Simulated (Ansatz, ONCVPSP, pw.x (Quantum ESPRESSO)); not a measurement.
**tungsten (bcc): variants of one ONCV potential in the solid**

W (Z = 74), optimised norm-conserving Vanderbilt (ONCV), made with ONCVPSP 4.0.1.1 (patched build) (PBE, scalar-relativistic). Core [Kr] 4d10 4f14, reference 5s2 5p6 5d4 6s2. Waves: 5s+6s: rc 1.85 bohr, ncon 4, nbas 7, qcut 6 1/bohr, 2 projectors; 5p: rc 1.60 bohr, ncon 4, nbas 8, qcut 8 1/bohr, 1 projector; 5d: rc 2.80 bohr, ncon 5, nbas 9, qcut 5.5 1/bohr, 2 projectors, debl 1.4 Ha. Local part: polynomial inside 1.50 bohr (lpopt 5, dvloc0 3 Ha). Core correction: Teter function, parameters optimised by the program.

Crystal test: bcc W in pw.x 7.5, no spin, 14³ k-points, Fermi–Dirac smearing 0.01 Ry, cutoffs set for each file from its atomic test. The reference is all-electron LAPW (Ansatz 0.2.0) with the same functional, mesh and smearing; V0 and B0 come from Birch–Murnaghan fits to the pressures at five volumes. Errors are pseudo minus all-electron; Δ is the rms difference of the E(V) curves that follow from these fits, minima aligned, over ±6 % about the mean V0. Mesh and smearing are coarse, so the numbers serve the comparison and aren't converged zero-temperature values; the lattice is a test structure that the element need not adopt.

All-electron: a0 = 3.184 Å (V0 = 16.15 Å³/atom), B0 = 300.6 GPa.

Base: The largest radius (2.80 bohr) exceeds half the bond length (2.60 bohr), so the spheres overlap, which is one possible source of error among others. This is a poor potential for the solid.

| change | cutoffs (Ry) | pw.x | a0 (Å) | a0 error (%) | B0 error (%) | Δ (meV/atom) | mean pressure error (GPa) |
| --- | --- | --- | --- | --- | --- | --- | --- |
| base | 65/260 | converged | 3.146 | -1.19 | +8.2 | 38.8 | -10.90 |
| d: qcut 4.4 | 70/280 | converged | 3.143 | -1.29 | +8.0 | 41.9 | -11.71 |
| d: qcut 5.8 | 65/260 | converged | 3.147 | -1.18 | +8.3 | 38.6 | -10.84 |
| d: qcut 7 | 65/260 | converged | 3.147 | -1.18 | +8.5 | 38.4 | -10.80 |
| d: qcut 8.2 | 65/260 | converged | 3.147 | -1.18 | +8.5 | 38.5 | -10.81 |

Task: Give the row for: d: qcut 3.6.

Result: pw.x: converged; mean pressure error (GPa): -13.43; a0 (Å): 3.137; a0 error (%): -1.50; B0 error (%): +7.3; Δ (meV/atom): 48.6.
